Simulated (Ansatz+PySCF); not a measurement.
## doublet CH3: levels of theory in one basis

```xyz
4

C     0.0000    0.0000    0.0000
H     0.9813    0.0000    0.0000
H    -0.5452    0.9443    0.0000
H    -0.5452   -0.9443    0.0000
```

Basis set: STO-3G (spherical functions). Correlated methods keep 1 orbital frozen. Correlation on ROHF uses semicanonical orbitals with singles. Charge 0, multiplicity 2.

Computed with Ansatz (development build ahead of 0.2.0); each method stands on the lowest determinant of its kind that the runs found.

```
                            method  E − E(ROHF) (eV)  <S²> of the determinant
                              ROHF              0.00                     0.75
                               UHF             -0.12                     0.76
                          ROHF-MP2             -1.07                        –
                           UHF-MP2             -1.11                     0.76
                         ROHF-CCSD             -1.62                        –
                      ROHF-CCSD(T)             -1.62                        –
full CI (lowest root of this spin)             -1.62                        –
```

**Question.** Is a single determinant a sound starting point here?

**Answer.** By this sign, yes. Unrestricted orbitals gain 0.12 eV and <S²> is 0.76 against 0.75 for a pure state.
